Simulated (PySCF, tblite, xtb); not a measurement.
Potential energy surface of H6Si2, singlet: internal rotation, threefold axis kept, other coordinates relaxed. Scanned: torsion (0 = eclipsed). Other coordinates (Si-Si length, H-Si-Si angle, H-Si-Si angle, Si-H length, Si-H length) were minimised at B3LYP/def2-TZVP.

Levels: CCSD on RHF/cc-pVTZ, 10 core orbitals frozen (PySCF); GFN2-xTB, 300 K electronic temperature (tblite); GFN1-xTB (xtb).

Energies in kcal/mol, each method relative to its own lowest point.

```csv
at / °,CCSD,GFN2-xTB,GFN1-xTB
0,?,0.09,?
10,0.94,0.08,0.10
20,?,0.09,0.11
30,0.50,0.06,0.08
40,0.25,?,0.05
50,0.07,0.00,?
60,0.00,0.00,0.00
```

Question: Some entries are withheld; supply them.

Answer: 
- 0, CCSD: 1.00
- 0, GFN1-xTB: 0.12
- 20, CCSD: 0.75
- 40, GFN2-xTB: 0.03
- 50, GFN1-xTB: 0.01
